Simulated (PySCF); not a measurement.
## GeO⁺, quartet in cc-pVDZ: errors against RCCSDT

Geometry: a PBE0/def2-TZVP stationary point for this spin.

| atom | x (Å) | y (Å) | z (Å) |
| --- | --- | --- | --- |
| Ge | 0.0000 | 0.0000 | 0.0000 |
| O | 0.0000 | 0.0000 | 2.4234 |

Basis cc-pVDZ; PySCF 2.14.0. Correlated methods freeze the noble-gas cores and the filled d shells of p-block atoms, which leaves 9 electrons in 26 orbitals. Prefix R: restricted or restricted open-shell reference; prefix U: unrestricted. No spin–orbit coupling is included, and no scalar relativity.

Full CI isn't at hand for all of this; RCCSDT serves as the reference. It lacks quadruple excitations, which often exceed the step from CCSD(T) to CCSDT. The frozen core follows each run's orbitals, which can shift R against U totals by a few meV for light atoms and by up to 0.1 eV past Ca.

* UHF ⟨S²⟩: 3.777
* T1 diagnostic (ROHF- or RHF-based CCSD): 0.0224
* largest doubles amplitude (ROHF- or RHF-based CCSD): 0.073

```tsv
level	E − E(RCCSDT) (kJ/mol)	share of correlation (%)	wall time
RHF	477.8	0.00	–
RMP2	90.6	81.03	–
RCCSD	8.3	98.26	–
RCCSD(T)	1.9	99.61	0.83 s
```

The correlation energy at RCCSDT, counted from RHF, is -4.952 eV. That run took 70 s on 1 thread of Intel Xeon Platinum 8559C, shared host.

Run but not shown, since their state, orbitals or frozen core can't be matched to the reference's or they repeat it: UHF, UMP2, UCCSD, UCCSD(T).

Times are those of the correlated step on a shared host, with one SCF added for the restricted CCSD run; they ran on 1 thread of Intel Xeon Platinum 8559C.
